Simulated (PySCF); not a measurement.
Potential energy of BC along the bond

Set-up: B cc-pVDZ, C cc-pVDZ; no relativity (PySCF 2.14). Energies in eV from B + C in their ground configurations at the same level. State: ⁴Σ⁻ (quartet), unpaired electrons σ ↑, π ↑↑.

All columns are BP86. A positive dipole means B(−)C(+).

```json
{"R (Å)": "1.286", "E (eV)": "-3.728", "μ (D)": "-1.24", "Mulliken charge on B (basis-dependent)": "-0.01", "HOMO (eV)": "-6.60", "LUMO (eV)": "-5.94", "Mayer bond order": "2.27", "⟨S²⟩": "3.75"}
{"R (Å)": "1.345", "E (eV)": "-4.318", "μ (D)": "-1.14", "Mulliken charge on B (basis-dependent)": "0.01", "HOMO (eV)": "-6.69", "LUMO (eV)": "-5.75", "Mayer bond order": "2.24", "⟨S²⟩": "3.75"}
{"R (Å)": "1.405", "E (eV)": "-4.664", "μ (D)": "-1.05", "Mulliken charge on B (basis-dependent)": "0.03", "HOMO (eV)": "-6.69", "LUMO (eV)": "-5.57", "Mayer bond order": "2.20", "⟨S²⟩": "3.75"}
{"R (Å)": "1.450", "E (eV)": "-4.801", "μ (D)": "-0.99", "Mulliken charge on B (basis-dependent)": "0.04", "HOMO (eV)": "-6.69", "LUMO (eV)": "-5.45", "Mayer bond order": "2.16", "⟨S²⟩": "3.75"}
{"R (Å)": "1.495", "E (eV)": "-4.858", "μ (D)": "-0.94", "Mulliken charge on B (basis-dependent)": "0.05", "HOMO (eV)": "-6.69", "LUMO (eV)": "-5.33", "Mayer bond order": "2.12", "⟨S²⟩": "3.75"}
{"R (Å)": "1.540", "E (eV)": "-4.853", "μ (D)": "-0.89", "Mulliken charge on B (basis-dependent)": "0.06", "HOMO (eV)": "-6.69", "LUMO (eV)": "-5.22", "Mayer bond order": "2.08", "⟨S²⟩": "3.75"}
{"R (Å)": "1.600", "E (eV)": "-4.774", "μ (D)": "-0.84", "Mulliken charge on B (basis-dependent)": "0.07", "HOMO (eV)": "-6.68", "LUMO (eV)": "-5.08", "Mayer bond order": "2.02", "⟨S²⟩": "3.75"}
{"R (Å)": "1.674", "E (eV)": "-4.594", "μ (D)": "-0.80", "Mulliken charge on B (basis-dependent)": "0.09", "HOMO (eV)": "-6.67", "LUMO (eV)": "-4.92", "Mayer bond order": "1.94", "⟨S²⟩": "3.75"}
{"R (Å)": "1.764", "E (eV)": "-4.308", "μ (D)": "-0.78", "Mulliken charge on B (basis-dependent)": "0.10", "HOMO (eV)": "-6.66", "LUMO (eV)": "-4.74", "Mayer bond order": "1.84", "⟨S²⟩": "3.75"}
{"R (Å)": "1.884", "E (eV)": "-3.878", "μ (D)": "-0.81", "Mulliken charge on B (basis-dependent)": "0.12", "HOMO (eV)": "-6.52", "LUMO (eV)": "-4.69", "Mayer bond order": "1.70", "⟨S²⟩": "3.75"}
```

A fit through these points gives, at Re = 1.513 Å, μ = -0.92 D and dμ/dR = 1.05 D/Å; the reduced mass is 5.742 u.

Task: How strong is the fundamental in the double-harmonic approximation, I = 42.26·(dμ/dR)²/μred km/mol?

Result: I = 42.26·(1.05)²/5.742 = 8.11 km/mol at BP86.

The state was picked by a PBE0 search and need not be the measured ground state.
